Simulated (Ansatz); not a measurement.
Low triplet and quintet states of SnH⁺ by full CI

```xyz
2

Sn    0.0000    0.0000    0.0000
H     0.0000    0.0000    1.8814
```

Basis def2-TZVPP with its core potentials; Ansatz 0.2.0. Only valence electrons are correlated (noble-gas cores and the filled d shells of p-block atoms frozen), which leaves 4 electrons in 55 orbitals. No spin–orbit coupling is included; scalar relativity enters through the core potentials alone.

Task: From the orbital picture of this species, estimate the order, symmetries and energies of the lowest 3 triplet and 1 quintet states at this geometry (other spins aside; irreps A1, B1, B2, A2 in the program's axes; members of a degenerate level count singly).

Result: Full CI in def2-TZVPP gives:
| 2S+1 | irrep | energy above the lowest listed (eV) |
| --- | --- | --- |
| 3 | B1 | 0.000 |
| 3 | B2 | 0.019 |
| 3 | A1 | 3.255 |
| 5 | A2 | 5.773 |

21 s on 1 thread of Arm Neoverse V2, shared host.
